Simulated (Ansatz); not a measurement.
Match the barriers

Saddle point of Si2H8S, singlet (Si₂H₆ ([SiH3][SiH3]) + H₂S → Si₂H₆S ([SiH3][SiH2][SH]) + H₂; bonds formed: Si1–S7, H2–H6; bonds broken: Si1–H2, H6–S7), PBE0-D4/def2-TZVP structure:

Si1  (-0.579, 0.195, -0.478)
H2  (-0.318, -1.363, 0.162)
H3  (-0.246, 1.318, -1.417)
H4  (-2.050, 0.012, -0.495)
Si5  (0.334, 0.905, 1.567)
H6  (-0.172, -1.686, -0.846)
S7  (0.017, -1.336, -2.385)
H8  (1.788, 0.576, 1.556)
H9  (-0.297, 0.163, 2.693)
H10  (0.196, 2.372, 1.792)
H11  (1.328, -1.156, -2.149)
(Å)

Ansatz 0.2.0; basis: def2-TZVPP, with def2-QZVPP for the basis limit; cores frozen in the correlated methods. Extrapolation: Hartree–Fock as exp(−7.88 √X), correlation as X^−2.97. Four methods, as single points on the PBE0-D4 structures, gave these electronic barriers from the start structure: 39.76, 44.22, 56.29, 72.70 kcal/mol.

Problem. The methods were, in alphabetical order, BHLYP-D4, HF, PBE-D4, r2SCAN-D4. Which gave which? (Judge from chemistry; the calculation decides.)

Solution. Computed: PBE-D4 39.76; r2SCAN-D4 44.22; BHLYP-D4 56.29; HF 72.70 kcal/mol. For comparison, CCSD(T) at an estimated basis limit (MP2 extrapolated from triple and quadruple zeta, plus CCSD(T) − MP2 in triple zeta) gives 52.09 kcal/mol.

T1 diagnostic: at most 0.015.

Labels in which every atom is bracketed show which atoms are joined, not bond orders.

For scale, one of the runs: CCSD(T)/def2-TZVPP, 238 basis functions, launched by `ansatz run in.yaml --threads 4 --pin off --events-out ev --progress --plain --max-ram 9574MiB`. The run took 62 s on 4 CPU threads of an Arm Neoverse V1 (shared host), with 3.9 GiB of host memory at its peak.
